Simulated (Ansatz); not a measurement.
Compare A (`COC#CN`) with its isomer B (`CC(=N)C=O`).

Calculated with Ansatz (gas phase, PBE0-D4/def2-TZVP geometries, no zero-point term in ΔE). CCSD(T)/CBS is the MP2 limit (def2-TZVPP, def2-QZVPP) plus CCSD(T) − MP2 in def2-TZVPP, frozen cores. Functionals use def2-TZVPP. B3LYP here is the variant with VWN-RPA as its local correlation; programs differ in this. Each species was taken in one conformer, which may not be the lowest.

Problem. Which is lower in electronic energy at CCSD(T)/CBS, and by how much? (Best estimate.)

Solution. The calculation gave: B, by 209.4 kJ/mol.

Problem. Give E(B) − E(A) in kJ/mol with B3LYP-D4, PBE-D4, MP2/def2-TZVPP, CCSD/def2-TZVPP, BLYP-D4, HF/def2-TZVPP, r2SCAN-D4. (An estimate is asked.)

Solution. Computed: B3LYP-D4 -201.3, PBE-D4 -201.9, MP2/def2-TZVPP -206.9, CCSD/def2-TZVPP -211.1, BLYP-D4 -205.7, HF/def2-TZVPP -203.1, r2SCAN-D4 -208.6. None reverses the order clearly.

Problem. Does the order hold for the free energy at 298.15 K (harmonic terms from PBE0-D4)? (An estimate is asked.)

Solution. The calculation gave: Yes: G(B) − G(A) = -208.9 kJ/mol, for one conformer each.

Largest T1 diagnostic: 0.014.

Leaving LDA and LC-ωPBE aside and taking each functional with its dispersion term where it has one, the values, not all of them listed here, spread over 19.2 kJ/mol, from B97M-V to CAM-B3LYP-D4. LDA lies +18.7 kJ/mol from PBE without D4. In def2-TZVPP, CCSD(T) changes the Hartree–Fock value by −12.4 kJ/mol (the triples alone add −4.4 kJ/mol) and MP2 by −3.8 kJ/mol.
